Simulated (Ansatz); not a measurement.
```yaml
atoms:
  - { symbol: C, position_ang: [-0.0061, 0.0209, -0.4518] }
  - { symbol: C, position_ang: [0.0100, 0.0967, 0.5398] }
```

RHF on singlet C2 was run in several spherical basis sets with Ansatz (development build ahead of 0.2.0). Caution for RHF: no unrestricted run beside it, a lower state can exist.

Q: Rank the basis sets by the total energy that they give, lowest first, with the distance from the lowest.
A. STO-3G
B. aug-cc-pVDZ
C. def2-SVP
D. cc-pVDZ

A: B (0.00 eV), D (0.05 eV), C (1.99 eV), A (26.59 eV).

Totals follow the description of the cores as much as that of the bonds, so this order isn't one of quality for chemistry.
